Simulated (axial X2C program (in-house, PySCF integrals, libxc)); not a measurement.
# FC⁺: from the state search to constants

What are the state, bond length, wavenumber and bond energy of FC⁺, and what does spin–orbit coupling change?

The runs use an in-house X2C program for linear molecules on PySCF integrals; all-electron X2C, F dyall-av3z, C dyall-v3z.

All values are calculated.

## Step 1: Input

The input, task.json:

```json
{"zs": [9, 6], "q": 1, "bas": ["dyall-av3z", "dyall-v3z"], "levels": ["PBE0", "HF", "M06"], "cc": true, "r0": 1.39, "thr": -2.0, "nmax": 90, "npts": 10, "nst": 2, "ntry": 6}
```

Keys: zs atomic numbers; q charge; bas basis sets; levels methods (HF also brings MP2); cc coupled cluster on or off; r0 starting distance in Å; thr threshold in hartree for freezing inner shells (an s shell follows its p shell); nmax most natural virtual spinors; npts points asked for on the curve; nst determinants followed; ntry starts of the search.

Launch:

```sh
> python so2c.py task.json out
```

Spin-free means the one-electron spin-free X2C Hamiltonian; two-component (2c) means X2C with spin–orbit coupling and atomic mean-field two-electron Coulomb and Gaunt terms. Basis: F dyall-av3z contracted to [7s6p3d2f], C dyall-v3z contracted to [7s6p2d1f]; Gaussian nuclei, density fitting. Masses: F 18.998 u, C 12.000 u.

Notation: σ, π±, δ± give the projection m of an orbital's angular momentum (0, ±1, ±2), α and β its spin, Λ and M_S the sums; ω is the projection of a spinor's total angular momentum and Ω the sum. Logs are in hartree.

The results follow Hamiltonian by Hamiltonian and level by level.

## Step 2: Search for the lowest determinant

PBE0 moves the distance from 1.390 Å to 1.155 Å and compares determinants there.

Spin-free determinants:

```
ΔE (eV)           state                     open shells
   0.00  M_S = 0, Λ = 0                    closed shell
   4.52  M_S = 1, Λ = 1   beyond closed shells: σα, π+α
   6.06  M_S = 0, Λ = 1   beyond closed shells: σα, π+β
  12.56  M_S = 1, Λ = 0  beyond closed shells: π+α, π-α
  14.39  M_S = 0, Λ = 0  beyond closed shells: π+β, π-α
```

Two-component determinants:

| ΔE (eV) | state | open shells |
| --- | --- | --- |
| 0.00 | Ω = 0 | closed shell |
| 4.53 | Ω = 2 | excess of +ω over −ω: ω = 1/2, ω = 3/2 |
| 6.05 | Ω = 1 | excess of +ω over −ω: 2 × ω = 1/2 |
| 6.07 | Ω = 1 | excess of +ω over −ω: ω = -1/2, ω = 3/2 |
| 14.41 | Ω = 0 | closed shell |

## Step 3: PBE0, spin-free

State followed: M_S = 0, Λ = 0 (closed shell). The scan is laid around 1.155 Å, a first estimate of the minimum, and this SCF restarts from the orbitals of the search.

The SCF at the reference distance of 1.155 Å:

```text
spin-free X2C-1e  PBE0
basis functions 96  fitting functions 530  grid points 4340
iter        total energy     max residual
   1       -137.462742408     2.50e-06
   2       -137.462742408     9.18e-07
converged
one-electron -232.05136847  Coulomb 85.12186687  exact exchange -3.70271780  xc functional -11.57127573  nuclear repulsion 24.74075272
```

Along the bond, energies from the lowest point:

| R (Å) | E (eV) | μ (D) | HOMO (eV) | LUMO (eV) | iterations |
| --- | --- | --- | --- | --- | --- |
| 1.005 | 1.4458 | 0.17 | -21.38 | -11.00 | 20 |
| 1.051 | 0.6047 | 0.42 | -21.56 | -11.51 | 17 |
| 1.086 | 0.2413 | 0.61 | -21.69 | -11.87 | 18 |
| 1.120 | 0.0525 | 0.81 | -21.82 | -12.19 | 16 |
| 1.155 | 0.0000 | 1.02 | -21.95 | -12.50 | 2 |
| 1.195 | 0.0712 | 1.27 | -22.10 | -12.83 | 17 |
| 1.236 | 0.2492 | 1.52 | -22.23 | -13.13 | 16 |
| 1.288 | 0.5873 | 1.85 | -22.38 | -13.48 | 17 |
| 1.351 | 1.1102 | 2.26 | -22.52 | -13.86 | 18 |
| 1.444 | 1.9797 | 2.84 | -22.60 | -14.32 | 18 |

Dipoles are positive if C is the positive end and refer to the centre of mass.

Outer orbitals at the reference distance:

| symmetry | occupied | ε (eV) | atomic character |
| --- | --- | --- | --- |
| σα | yes | -31.22 | 70% F p, 13% F s, 10% C s |
| π-α | yes | -27.42 | 79% F p, 14% C p, 4% C d |
| π+α | yes | -27.42 | 79% F p, 14% C p, 4% C d |
| σα | yes | -21.95 | 44% C s, 33% C p, 12% F p |
| π-α | no | -12.50 | 69% C p, 14% F p, 10% F d |
| π+α | no | -12.50 | 69% C p, 14% F p, 10% F d |
| σα | no | -4.72 | 56% F s, 21% C p, 9% C d |
| σα | no | -2.95 | 40% C p, 28% F p, 16% F s |

PBE0 fields in the half plane through the axis: z from -2.4 to 3.3 Å across, distance from the axis 0.15 to 2.25 Å upwards; F lies at z = 0 and C at z = 1.155 Å; the ELF is damped to zero where the density is low.

log10 density (e/bohr³). Ten even steps from ' ' (-7.47 ) to '@' (0.67 ):
```
    ..::::::------------==--------::::..
  ..::::------====================----::
....::----====++++++++++++++++++====----
..::----==++++++**************++++====--
::::--==++++****####****##******++++==--
::--====++**####%%############****++====
::--==++**####%%%%%%%%%%%%%%####**++++==
::--==++**##%%@@@@@@%%%%@@%%%%##****++==
```

ELF. Ten even steps from ' ' (0.00 ) to '@' (1.00 ):
```
                                        
                                        
                        ..----::        
              ......  ..==##%%%%++      
          ..--====--::::**@@@@@@@@++    
        ..--**####**====##@@@@@@@@@@..  
        ..++%%%%%%%%##--::@@@@@@@@@@++  
        ::**%%##::**%%  @@==@@@@@@@@##  
```

Re = 1.153 Å, ωe = 1815 cm⁻¹, ωexe = 12.6 cm⁻¹, Be = 1.723 cm⁻¹, De = 7.97 eV, μ = 1.01 D.

## Step 4: HF, spin-free

The SCF at the reference distance of 1.155 Å:

```text
spin-free X2C-1e  HF
basis functions 96  fitting functions 530  grid points 4340
iter        total energy     max residual
   1       -136.999620082     1.05e-01
   2       -137.012926096     1.08e-02
   3       -137.013869713     1.03e-02
   4       -137.014139466     2.44e-03
   5       -137.014151567     3.22e-04
   6       -137.014152669     1.27e-04
   7       -137.014152713     2.51e-05
   8       -137.014152715     1.25e-06
converged
one-electron -232.04846193  Coulomb 85.15827509  exact exchange -14.86471860  xc functional 0.00000000  nuclear repulsion 24.74075272
```

Re = 1.132 Å, ωe = 1973 cm⁻¹, ωexe = 12.4 cm⁻¹, Be = 1.789 cm⁻¹, De = 5.45 eV, μ = 1.24 D.

## Step 5: M06, spin-free

Output at 1.155 Å:

```text
spin-free X2C-1e  M06
basis functions 96  fitting functions 530  grid points 4340
iter        total energy     max residual
   1       -137.552553787     9.05e-02
   2       -137.553697472     9.63e-03
   3       -137.553887639     2.47e-02
   4       -137.554192410     1.80e-03
   5       -137.554195283     1.79e-04
   6       -137.554195504     7.32e-05
   7       -137.554195507     1.19e-05
converged
one-electron -232.16910805  Coulomb 85.25274137  exact exchange -4.00188705  xc functional -11.37669450  nuclear repulsion 24.74075272
```

Re = 1.150 Å, ωe = 1847 cm⁻¹, ωexe = 12.6 cm⁻¹, Be = 1.733 cm⁻¹, De = 8.06 eV, μ = 1.03 D.

## Step 6: Correlated methods, spin-free

Correlated methods: 10 electrons correlated (frozen shells, counted by type: F 1 s; C 1 s), 172 virtual spinors in MP2, 88 natural virtuals in coupled cluster.

Output of the correlated part at 1.155 Å:

```text
correlated 10  virtual 172  natural virtual 88  E(MP2) -0.361969958  MP2 remainder -0.009466898
iter   CCSD correlation   residual
   1     -0.348563357   1.36e-01
   2     -0.360278269   6.23e-02
   3     -0.364561510   2.57e-02
   4     -0.364380947   4.84e-03
   5     -0.364419888   1.37e-03
   6     -0.364416541   3.06e-04
   7     -0.364418323   6.91e-05
   8     -0.364419109   1.78e-05
   9     -0.364418896   5.20e-06
  10     -0.364419039   1.77e-06
  11     -0.364418993   5.42e-07
  12     -0.364418996   1.79e-07
(T) -0.014236745  T1 0.0278  D1 0.0412  max T2 0.105
```

T1 in the output is the amplitude norm over the root of the electron number; divide by √2 for the Lee–Taylor value.

MP2: Re = 1.158 Å, ωe = 1806 cm⁻¹, Be = 1.708 cm⁻¹, De = 8.08 eV.

CCSD: Re = 1.156 Å, ωe = 1821 cm⁻¹, ωexe = 12.3 cm⁻¹, Be = 1.715 cm⁻¹, De = 7.46 eV. T1 at Re = 0.020 (Lee–Taylor, the printed value over √2).

CCSD(T): Re = 1.162 Å, ωe = 1773 cm⁻¹, ωexe = 12.7 cm⁻¹, Be = 1.697 cm⁻¹, De = 7.70 eV. T1 at Re = 0.020 (Lee–Taylor, the printed value over √2).

## Step 7: The spin-free curves together

Energy (eV) of the followed determinant, spin-free, from each level's lowest point:

```
R (Å)   PBE0     HF    MP2   CCSD  CCSD(T)    M06
1.005  1.446  1.166  1.542    n/a      n/a  1.414
1.051  0.605  0.413  0.665  0.643    0.697  0.580
1.086  0.241  0.118  0.278  0.264    0.300  0.223
1.120  0.052  0.000  0.070  0.062    0.081  0.043
1.155  0.000  0.019  0.000  0.000    0.000  0.000
1.195  0.071  0.175  0.055  0.063    0.041  0.084
1.236  0.249  0.439  0.221  0.237    0.191  0.276
1.288  0.587  0.886  0.549  0.573    0.496  0.633
1.351  1.110  1.538  1.068    n/a      n/a  1.180
1.444  1.980  2.584  1.948    n/a      n/a  2.080
```

## Step 8: PBE0, 2c

State followed: Ω = 0 (closed shell). The scan is laid around 1.155 Å, a first estimate of the minimum, and this SCF restarts from the orbitals of the search.

Output at 1.155 Å:

```text
two-component X2C + atomic mean field  PBE0
basis functions 96  fitting functions 530  grid points 4340
iter        total energy     max residual
   1       -137.454421325     2.10e-05
   2       -137.454421333     8.97e-06
converged
one-electron -232.02856148  Coulomb 85.11436478  exact exchange -3.70239473  xc functional -11.57025144  nuclear repulsion 24.74075272  atomic mean-field constant -0.00833118
```

Along the bond, energies from the lowest point:

```
R (Å)  E (eV)  μ (D)  HOMO (eV)  LUMO (eV)  iterations
1.005  1.4462   0.17     -21.38     -11.00          19
1.051  0.6049   0.42     -21.55     -11.51          18
1.086  0.2415   0.61     -21.69     -11.87          17
1.120  0.0525   0.81     -21.82     -12.20          16
1.155  0.0000   1.02     -21.95     -12.50           2
1.195  0.0711   1.27     -22.09     -12.83          17
1.236  0.2492   1.52     -22.23     -13.13          17
1.288  0.5873   1.85     -22.38     -13.48          18
1.351  1.1101   2.26     -22.52     -13.86          19
1.444  1.9796   2.84     -22.60     -14.32          19
```

Dipoles are positive if C is the positive end and refer to the centre of mass.

Outer spinors at the reference distance:

```json
{"ω": "1/2", "occupied": "yes", "ε (eV)": "-31.22", "atomic character": "70% F p, 13% F s, 10% C s", "λ mixture": "100% σ"}
{"ω": "1/2", "occupied": "yes", "ε (eV)": "-27.44", "atomic character": "79% F p, 14% C p, 4% C d", "λ mixture": "100% π"}
{"ω": "3/2", "occupied": "yes", "ε (eV)": "-27.40", "atomic character": "79% F p, 14% C p, 4% C d", "λ mixture": "100% π"}
{"ω": "1/2", "occupied": "yes", "ε (eV)": "-21.95", "atomic character": "44% C s, 33% C p, 12% F p", "λ mixture": "100% σ"}
{"ω": "1/2", "occupied": "no", "ε (eV)": "-12.50", "atomic character": "69% C p, 14% F p, 10% F d", "λ mixture": "100% π"}
{"ω": "3/2", "occupied": "no", "ε (eV)": "-12.49", "atomic character": "69% C p, 14% F p, 10% F d", "λ mixture": "100% π"}
{"ω": "1/2", "occupied": "no", "ε (eV)": "-4.72", "atomic character": "55% F s, 21% C p, 9% C d", "λ mixture": "100% σ"}
{"ω": "1/2", "occupied": "no", "ε (eV)": "-2.94", "atomic character": "40% C p, 28% F p, 16% F s", "λ mixture": "100% σ"}
```

PBE0 fields in the half plane through the axis: z from -2.4 to 3.3 Å across, distance from the axis 0.15 to 2.25 Å upwards; F lies at z = 0 and C at z = 1.155 Å; the ELF is damped to zero where the density is low.

log10 density (e/bohr³). Ten even steps from '0' (-7.44 ) to '9' (0.67 ):
```
00112233333333333221
01223334444444444332
11233445555555554433
12334555666666655443
22345566776676665543
23445677777777766544
23456778888888776554
23456789998898876654
```

ELF. Ten even steps from '0' (0.00 ) to '9' (1.00 ):
```
00000000000000000000
00000000000000000000
00000000000013320000
00000001110147885000
00000134432269999500
00001367764479999910
00001588887329999950
00002687268094999960
```

Re = 1.153 Å, ωe = 1815 cm⁻¹, ωexe = 12.6 cm⁻¹, Be = 1.723 cm⁻¹, De = 7.98 eV, μ = 1.01 D.

## Step 9: HF, 2c

Output at 1.155 Å:

```text
two-component X2C + atomic mean field  HF
basis functions 96  fitting functions 530  grid points 4340
iter        total energy     max residual
   1       -136.991354100     1.05e-01
   2       -137.004652591     1.11e-02
   3       -137.005595720     1.03e-02
   4       -137.005865224     2.43e-03
   5       -137.005877300     3.29e-04
   6       -137.005878400     1.27e-04
   7       -137.005878444     2.51e-05
   8       -137.005878446     1.25e-06
converged
one-electron -232.02576321  Coulomb 85.15088706  exact exchange -14.86342384  xc functional 0.00000000  nuclear repulsion 24.74075272  atomic mean-field constant -0.00833118
```

Re = 1.132 Å, ωe = 1973 cm⁻¹, ωexe = 12.4 cm⁻¹, Be = 1.789 cm⁻¹, De = 5.40 eV, μ = 1.24 D.

## Step 10: M06, 2c

The SCF at the reference distance of 1.155 Å:

```text
two-component X2C + atomic mean field  M06
basis functions 96  fitting functions 530  grid points 4340
iter        total energy     max residual
   1       -137.544208709     9.06e-02
   2       -137.545351371     9.64e-03
   3       -137.545542420     2.47e-02
   4       -137.545846610     1.80e-03
   5       -137.545849496     1.80e-04
   6       -137.545849719     7.35e-05
   7       -137.545849722     1.19e-05
converged
one-electron -232.14647885  Coulomb 85.24543440  exact exchange -4.00154138  xc functional -11.37568544  nuclear repulsion 24.74075272  atomic mean-field constant -0.00833118
```

Re = 1.150 Å, ωe = 1847 cm⁻¹, ωexe = 12.6 cm⁻¹, Be = 1.733 cm⁻¹, De = 8.06 eV, μ = 1.03 D.

## Step 11: Correlated methods, 2c

Correlated methods: 10 electrons correlated (frozen shells, counted by type: F 1 s; C 1 s), 172 virtual spinors in MP2, 90 natural virtuals in coupled cluster.

Output of the correlated part at 1.155 Å:

```text
correlated 10  virtual 172  natural virtual 90  E(MP2) -0.361925285  MP2 remainder -0.008741505
iter   CCSD correlation   residual
   1     -0.349111800   1.36e-01
   2     -0.360868489   6.28e-02
   3     -0.365201189   2.60e-02
   4     -0.365015957   4.90e-03
   5     -0.365054192   1.39e-03
   6     -0.365050395   3.11e-04
   7     -0.365052201   6.99e-05
   8     -0.365052972   1.80e-05
   9     -0.365052745   5.34e-06
  10     -0.365052889   1.86e-06
  11     -0.365052839   6.07e-07
  12     -0.365052841   2.22e-07
(T) -0.014324812  T1 0.0279  D1 0.0417  max T2 0.105
```

MP2: Re = 1.158 Å, ωe = 1806 cm⁻¹, Be = 1.708 cm⁻¹, De = 8.07 eV.

CCSD: Re = 1.156 Å, ωe = 1821 cm⁻¹, ωexe = 12.3 cm⁻¹, Be = 1.715 cm⁻¹, De = 7.44 eV. T1 at Re = 0.020 (Lee–Taylor, the printed value over √2).

CCSD(T): Re = 1.162 Å, ωe = 1774 cm⁻¹, ωexe = 12.7 cm⁻¹, Be = 1.697 cm⁻¹, De = 7.68 eV. T1 at Re = 0.020 (Lee–Taylor, the printed value over √2).

## Step 12: The 2c curves together

Energy (eV) of the followed determinant, 2c, from each level's lowest point:

```
R (Å)   PBE0     HF    MP2   CCSD  CCSD(T)    M06
1.005  1.446  1.166  1.542    n/a      n/a  1.414
1.051  0.605  0.413  0.665  0.644    0.697  0.580
1.086  0.241  0.118  0.279  0.264    0.300  0.223
1.120  0.053  0.000  0.070  0.062    0.081  0.043
1.155  0.000  0.019  0.000  0.000    0.000  0.000
1.195  0.071  0.175  0.055  0.063    0.041  0.084
1.236  0.249  0.439  0.221  0.237    0.191  0.276
1.288  0.587  0.886  0.549  0.574    0.497  0.633
1.351  1.110  1.538  1.068    n/a      n/a  1.180
1.444  1.980  2.583  1.948    n/a      n/a  2.080
```

The whole job took 70 s on 1 thread of Arm Neoverse V1, shared host; peak memory 0.56 GiB.

## Step 13: Constants

Lowest determinant that the search found at its distance, spin-free: M_S = 0, Λ = 0 (closed shell).

Lowest determinant that the search found at its distance, 2c: Ω = 0 (closed shell).

```json
{"Hamiltonian": "spin-free", "level": "PBE0", "Re (Å)": "1.153", "ωe (cm⁻¹)": "1815", "De (eV)": "7.97", "μ (D)": "1.01"}
{"Hamiltonian": "spin-free", "level": "HF", "Re (Å)": "1.132", "ωe (cm⁻¹)": "1973", "De (eV)": "5.45", "μ (D)": "1.24"}
{"Hamiltonian": "spin-free", "level": "MP2", "Re (Å)": "1.158", "ωe (cm⁻¹)": "1806", "De (eV)": "8.08", "μ (D)": "n/a"}
{"Hamiltonian": "spin-free", "level": "CCSD", "Re (Å)": "1.156", "ωe (cm⁻¹)": "1821", "De (eV)": "7.46", "μ (D)": "n/a"}
{"Hamiltonian": "spin-free", "level": "CCSD(T)", "Re (Å)": "1.162", "ωe (cm⁻¹)": "1773", "De (eV)": "7.70", "μ (D)": "n/a"}
{"Hamiltonian": "spin-free", "level": "M06", "Re (Å)": "1.150", "ωe (cm⁻¹)": "1847", "De (eV)": "8.06", "μ (D)": "1.03"}
{"Hamiltonian": "2c", "level": "PBE0", "Re (Å)": "1.153", "ωe (cm⁻¹)": "1815", "De (eV)": "7.98", "μ (D)": "1.01"}
{"Hamiltonian": "2c", "level": "HF", "Re (Å)": "1.132", "ωe (cm⁻¹)": "1973", "De (eV)": "5.40", "μ (D)": "1.24"}
{"Hamiltonian": "2c", "level": "MP2", "Re (Å)": "1.158", "ωe (cm⁻¹)": "1806", "De (eV)": "8.07", "μ (D)": "n/a"}
{"Hamiltonian": "2c", "level": "CCSD", "Re (Å)": "1.156", "ωe (cm⁻¹)": "1821", "De (eV)": "7.44", "μ (D)": "n/a"}
{"Hamiltonian": "2c", "level": "CCSD(T)", "Re (Å)": "1.162", "ωe (cm⁻¹)": "1774", "De (eV)": "7.68", "μ (D)": "n/a"}
{"Hamiltonian": "2c", "level": "M06", "Re (Å)": "1.150", "ωe (cm⁻¹)": "1847", "De (eV)": "8.06", "μ (D)": "1.03"}
```

Dipoles are positive if C is the positive end and refer to the centre of mass.

Time per point (s) on 1 thread of Arm Neoverse V1, shared host (2c runs; CCSD comes with the CCSD(T) run); the times are rough: PBE0 0.2, HF 0.082, MP2 0.15, CCSD(T) 3.3, M06 0.36.

**Reading.** At CCSD(T), going from spin-free to two-component changes Re by 0 mÅ, ωe by +0.1 %, which is small (part of it comes from the scalar share of the two-electron terms). De moves by -0.01 eV; both De rest on single-determinant atoms, which can miss part of an open shell's spin–orbit lowering.

De refers to F + C+, each in the lowest determinant found, which need not be this curve's own limit. Each curve is one determinant whose occupation by symmetry is held fixed; it was picked as the lowest of a PBE0 search that is not exhaustive. Closed shells are restricted here (equal orbitals for both partners), which fails at long range if the bond breaks into open shells. De is counted from the lowest determinant-based energies of the atoms at the same level, without counterpoise correction. CCSD and (T) use frozen natural virtuals with an MP2 correction for the truncation. The meta-GGAs lack a current-density term, which matters for open shells with orbital currents, atoms included.
